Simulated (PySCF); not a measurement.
Isomers of C6H6. Theory: PySCF, PBE0-D3(BJ)/def2-SVP geometry optimisation, gas phase. One conformer each; no zero-point energy, no entropy. No frequencies were run at this level. Point groups hold within 0.08 Å.

Task: Order them by energy at this level, lowest first, and give relative energies in kcal/mol.
A. 2,4-hexadiyne, `CC#CC#CC`
B. `[CH:1]#[C:2][CH2:3][CH2:4][C:5]#[CH:6]` with C2–C3–C4–C5 180° (1,5-hexadiyne)
C. fulvene (`C=C1C=CC=C1`)
D. `C#CC#CCC` (1,3-hexadiyne)

Result: C (0.0), A (41.8), D (50.5), B (61.3).

As drawn, the lowest has a C=C bond outside aromatic rings, which the highest lacks; the highest has a C≡C bond, which the lowest lacks.

```json
{"SMILES": "C=C1C=CC=C1", "E (Eh)": "-231.75219", "E rel (kcal/mol)": "0.0", "dipole (D)": "0.67", "point group": "C2v", "A, B, C (MHz)": "8211, 3811, 2603"}
{"SMILES": "CC#CC#CC", "E (Eh)": "-231.68555", "E rel (kcal/mol)": "41.8", "dipole (D)": "0.00", "point group": "D3d", "A, B, C (MHz)": "79123, 1107, 1107"}
{"SMILES": "C#CC#CCC", "E (Eh)": "-231.67166", "E rel (kcal/mol)": "50.5", "dipole (D)": "1.32", "point group": "Cs", "A, B, C (MHz)": "21877, 1326, 1270"}
{"SMILES": "C#CCCC#C", "E (Eh)": "-231.65450", "E rel (kcal/mol)": "61.3", "dipole (D)": "0.00", "point group": "C2h", "A, B, C (MHz)": "25424, 1451, 1396"}
```
